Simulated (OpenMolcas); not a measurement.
# How methods differ on CH5BN (SMILES B[N]C)

CH5BN: 8 atoms, total charge 0, spin state doublet. As SMILES, `B[N]C`. Geometry: relaxed at PBE0-D4/def2-TZVP.

Quantity: the vertical energy of the quartet above the doublet, in eV. The values are calculated.

```tsv
level	kind	program	value (eV)	CPU time (all runs)
UHF/def2-SVPD	Hartree–Fock	OpenMolcas	4.93	32 s
U-revPBE/def2-SVPD	GGA	OpenMolcas	5.24	2.6 min
UBLYP/def2-SVPD	GGA	OpenMolcas	5.37	2.8 min
U-r2SCAN/def2-SVPD	meta-GGA	OpenMolcas	5.15	4 min
UTPSS/def2-SVPD	meta-GGA	OpenMolcas	5.28	4.2 min
UB3LYP/def2-SVPD	global hybrid	OpenMolcas	5.43	2.5 min
UBHLYP/def2-SVPD	global hybrid	OpenMolcas	5.46	2.6 min
UM06-2X/def2-SVPD	hybrid meta-GGA	OpenMolcas	5.55	3.6 min
```

The values span 4.93 to 5.55 eV. CPU times are rough (shared hosts, several kinds of processor): they show what a rung costs within a factor of a few.
